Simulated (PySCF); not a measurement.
Compound: protonated nitrogen molecule, N₂H (charge +1).
Geometry (GFN2-xTB, Å), atoms numbered from 1 in this order:
```xyz
3
N2H angstrom
N      1.062    0.209   -0.006
N     -0.013    0.101   -0.004
H     -1.038   -0.002   -0.002
```

Theory: TDDFT wB97X-D/def2-SVPD, vertical, gas phase, core orbitals frozen in the response (PySCF 2.14.0, density-fitted response routines).

Each state is given a Gaussian of 0.5 eV full width at half maximum, with ε(max) = 2.175×10⁸ f / Δν̃ (Δν̃ the width in cm⁻¹). The cross-section is σ = 3.8235×10⁻²¹ ε cm², given in Mb (10⁻¹⁸ cm²). The width is an assumption, not a result. The curve ends short of the highest state used, and states not computed would add to its high-energy end.

```
E (eV)  σ (Mb)
  8.90    0.00
  9.09    0.00
  9.28    0.00
  9.47    0.01
  9.66    0.19
  9.85    1.76
 10.04    7.37
 10.23   13.83
 10.42   11.66
 10.61    4.41
 10.80    0.75
 10.99    0.06
 11.18    0.00
 11.37    0.00
 11.56    0.00
 11.75    0.00
 11.94    0.00
 12.13    0.00
 12.32    0.00
 12.51    0.00
 12.70    0.00
 12.89    0.00
 13.08    0.00
 13.27    0.00
 13.46    0.00
 13.65    0.00
 13.84    0.00
 14.03    0.02
 14.22    0.20
 14.41    0.82
```

(1) Locate the maxima and give the states behind the curve.

(2) Coming from long wavelengths, where does ε first pass 100 L mol⁻¹ cm⁻¹?

Answers

(1) 121 nm (10.28 eV), ε about 3700, made up of S4 (50%) and S5 (50%) (ε in L mol⁻¹ cm⁻¹; maxima over ε = 5, shares over 10%). At its high-energy end, 14.41 eV, the curve is still rising (ε about 210, from S6). The states used: S1 9.65 eV (f 0.0000); S2 10.17 eV (f 0.0000); S3 10.17 eV (f 0.0000); S4 10.28 eV (f 0.035); S5 10.28 eV (f 0.035); S6 14.65 eV (f 0.0075); S7 15.01 eV (f 0.0019); S8 15.01 eV (f 0.0019).

(2) At about 128 nm (9.71 eV), 0.06 eV above S1.

Time: 0.7 s wall. Hardware: x86-64 server, one thread, no GPU, on a shared host.
